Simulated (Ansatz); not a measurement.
# CSO (singlet): from Hartree-Fock to the top rungs, cc-pV(T+d)Z

One table from this session's results is given with a row withheld; the runs are named, their logs left out.

Method: cc-pV(T+d)Z, core rule «outside noble gas», up to 7 orbitals frozen; program: Ansatz 0.2.0, Gaussian basis.

The runs, in order: UHF; CCSD(T) on RHF; CCSDT(Q) on RHF.

2 further runs of the same task are left out: 2 set aside as unsound or not needed.

**The system**

The geometry is an MP2(full)/6-31G* stationary point (not a proven minimum).

3 atoms, charge 0, spin multiplicity 1.

Atoms are counted from 1 here; the program's logs count them from 0.

Bond lengths: O1–C2 1.179 Å, C2–S3 1.565 Å. Angles: O1–C2–S3 180.0°.

The first run:

in.yaml reads:

```yaml
crystal:
  periodic: [false, false, false]
  atoms:
    - {symbol: O, position_ang: [0.000000, 0.000000, -1.307600]}
    - {symbol: C, position_ang: [0.000000, 0.000000, -0.128849]}
    - {symbol: S, position_ang: [0.000000, 0.000000, 1.436449]}
basis:
  gaussian: {orbitals: "cc-pV(T+d)Z.json"}
magnetization: {spin_polarized: true, initial_magnetization: 0}
hamiltonian: {xc: hf}
output: {orbitals: {seedname: orbitals}}
```

Command:

```bash
> ansatz run in.yaml --threads 1 --pin off --events-out ev --progress --plain --max-ram 2880MiB --backend cpu
```

Among the steps run: UHF; CCSD(T) on RHF; CCSDT(Q) on RHF.

One table of the session follows, with a row left open; its other results are not shown here.

It belongs to the step «Misses and costs». 

```
   method  from RCCSDT(Q) (meV)
      RHF              +15957.9
     RMP2                +998.8
    RCCSD                +951.6
 RCCSD(T)                 +75.4
   RCCSDT                     ?
RCCSDT(Q)                     0
```

**Question.** Estimate the row for RCCSDT.

As computed: from RCCSDT(Q) (meV): +69.8. In the column «from RCCSDT(Q) (meV)» it lies between RCCSDT(Q) (0) and RCCSD(T) (+75.4).
